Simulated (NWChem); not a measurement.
## Correlation energy of phosphine (H₃P)

```
P
H 1 1.4287
H 1 1.4287 2 92.92
H 1 1.4287 2 92.92 3 -93.08
```
Charge 0, spin multiplicity 1.

Program: NWChem. All single points use one geometry, from PBE0/def2-SVP, a minimum by its harmonic frequencies.

Basis set: cc-pVDZ. Each correlation energy counts from its own Hartree-Fock reference.

The correlated methods keep 5 core orbitals frozen. Coupled-cluster values serve here as a point of comparison, not as the truth.

**Question.** Order these methods by the correlation energy they give, lowest first: CR-CCSD(T), RI-MP2, CCSD, SCS-MP2.

**Answer.** CR-CCSD(T) (-167.0 mHa), CCSD (-163.9 mHa), SCS-MP2 (-142.6 mHa), RI-MP2 (-134.9 mHa)
